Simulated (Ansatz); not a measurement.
# BSiCl (triplet): wave-function methods side by side, cc-pVDZ

Aim: climb from Hartree-Fock through coupled cluster and multireference methods for BSiCl (triplet) at one geometry and basis, and see what each rung misses.

The runs use Ansatz 0.2.0, Gaussian basis; cc-pVDZ, core rule «outside noble gas», up to 11 orbitals frozen.

Plan: UHF; CCSD(T) on ROHF; CCSD(T) on UHF; BCCD(T) on ROHF; CISD; CCSDT(Q) on ROHF; CCSDT(Q) on UHF; CASSCF and MRCISD+Q, 12 electrons in 11 orbitals; CASSCF and NEVPT2, 12 electrons in 11 orbitals.

27 further runs of the same task are left out: 1 for a known fault of the program, 16 that didn't finish, 10 set aside as unsound or not needed.

## Step 1: The system

The geometry is a PBE0/def2-TZVP stationary point (not a proven minimum) of the parent state, kept for this charge and spin.

3 atoms, charge 0, spin multiplicity 3.

Atoms are counted from 1 here; the program's logs count them from 0.

Bond lengths: Cl1–B2 1.685 Å, B2–Si3 1.896 Å. Angles: Cl1–B2–Si3 180.0°.

## Step 2: UHF

in.yaml reads:

```yaml
crystal:
  periodic: [false, false, false]
  atoms:
    - {symbol: Cl, position_ang: [0.000000, 0.000000, 1.755629]}
    - {symbol: B, position_ang: [0.000000, 0.000000, 0.070266]}
    - {symbol: Si, position_ang: [0.000000, 0.000000, -1.825895]}
basis:
  gaussian: {orbitals: cc-pVDZ}
magnetization: {spin_polarized: true, initial_magnetization: 2}
hamiltonian: {xc: hf}
output: {orbitals: {seedname: orbitals}}
```

Run with:

```
> ansatz run in.yaml --threads 1 --pin off --events-out ev --progress --plain --max-ram 2393MiB
```

The runs that follow: CCSD(T) on ROHF; CCSD(T) on UHF; BCCD(T) on ROHF; CISD; CCSDT(Q) on ROHF; CCSDT(Q) on UHF; CASSCF and MRCISD+Q, 12 electrons in 11 orbitals; CASSCF and NEVPT2, 12 electrons in 11 orbitals.

Q: Predict the results of all the runs planned. Wanted: UCCSDT(Q) below the RHF energy; RMP2 from UCCSDT(Q); UMP2 from UCCSDT(Q); RCCSD from UCCSDT(Q); RCCSD(T) from UCCSDT(Q); UCCSD(T) from UCCSDT(Q); RCCSDT(Q) from UCCSDT(Q); NEVPT2 valence from UCCSDT(Q); MRCISD+Q valence from UCCSDT(Q).

As calculated:

| quantity | value |
| --- | --- |
| UCCSDT(Q) below the RHF energy | -8.5293 eV |
| RMP2 from UCCSDT(Q) | +29.42 kcal/mol |
| UMP2 from UCCSDT(Q) | +29.94 kcal/mol |
| RCCSD from UCCSDT(Q) | +8.39 kcal/mol |
| RCCSD(T) from UCCSDT(Q) | +1.49 kcal/mol |
| UCCSD(T) from UCCSDT(Q) | +1.50 kcal/mol |
| RCCSDT(Q) from UCCSDT(Q) | +0.05 kcal/mol |
| NEVPT2 valence from UCCSDT(Q) | +28.03 kcal/mol |
| MRCISD+Q valence from UCCSDT(Q) | +0.98 kcal/mol |
| levels within 1 kcal/mol (43 meV) | RCCSDT, UCCSDT, RCCSDT(Q), MRCISD+Q valence |
| T1 diagnostic | 0.020 |
| effectively unpaired electrons | 2.04 |

In words: RCCSD(T) misses by +1.49 kcal/mol, 0.8 % of the correlation energy. One determinant dominates. Of the multireference levels listed MRCISD+Q valence comes nearest in total energy (+0.98 kcal/mol), which doesn't show that its space is the better one. These misses are within one basis, not against nature; the frozen cores of restricted and unrestricted runs differ, which can shift their rows.
